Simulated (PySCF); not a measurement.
## Badger's rule along the second period: bonds to Na

PBE0 in PySCF with def2-TZVP on every atom, for the lowest determinant that a PBE0 search found; no spin–orbit coupling. Badger's rule says that Re = d + c·k^(−1/3) for bonds between atoms of fixed rows.

| molecule | state (unpaired electrons) | Re (Å) | k (mdyn/Å) |
| --- | --- | --- | --- |
| NaF | singlet (closed shell) | 1.923 | 1.78 |
| NaO | doublet (π ↑) | 2.047 | ? |
| NaC | quartet (σ ↑, π ↑↑) | 2.229 | ? |
| NaN | triplet (π ↑↑) | 2.240 | 0.748 |

Fix c and d from NaF and NaN.

c = (2.24 − 1.923)/(0.748^(−1/3) − 1.78^(−1/3)) = 1.147, d = 1.923 − c·1.78^(−1/3) = 0.977 Å.

Predict k of the others and set the computed values beside them.



| molecule | k by the rule | k computed | difference (%) |
| --- | --- | --- | --- |
| NaO | 1.23 | 1.35 | -9 |
| NaC | 0.768 | 0.873 | -12 |

The rule misses by 10 % on average; it knows nothing of spin state or of how ionic a bond is, and both change along this series.

States were picked by a PBE0 search and need not be the measured ground states.
